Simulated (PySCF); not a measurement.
Molecule: `CCCl`, C$_{2}$H$_{5}$Cl.

Cartesian coordinates in Å; atom numbers follow the order of the lines, from 1:
```xyz
8

C     0.7780    0.1682    0.0557
C    -0.6512   -0.2904   -0.1022
Cl   -1.8095    0.9889    0.3804
H     0.9927    0.4354    1.1006
H     1.4666   -0.6376   -0.2447
H     0.9808    1.0487   -0.5712
H    -0.8721   -1.1648    0.5256
H    -0.8857   -0.5485   -1.1442
```

Geometry PBE0-D3(BJ)/def2-SVP throughout; GIAO in PySCF 2.14.0 with density-fitted response routines, gas phase, one conformer, non-relativistic; equivalent atoms averaged; functional PBE0.

For orientation, pcSseg-1 gives these absolute shieldings σ: C2 138.9, C1 163.6, Cl3 839.7, H7/H8 27.89, H4/H5/H6 29.91 ppm.

A run gave: C2 189.8, C1 213.9, Cl3 999.8, H7/H8 30.29, H4/H5/H6 31.42 ppm (absolute shieldings σ).

Task: Which basis set was used in that run?
A. def2-SVP
B. def2-TZVP
C. 6-31G*
D. STO-3G
E. pcSseg-2

Result: D. C1 tells them apart best: STO-3G gives 213.9, def2-TZVP gives 166.0, pcSseg-2 gives 162.8, 6-31G* gives 174.9, def2-SVP gives 175.2 ppm.
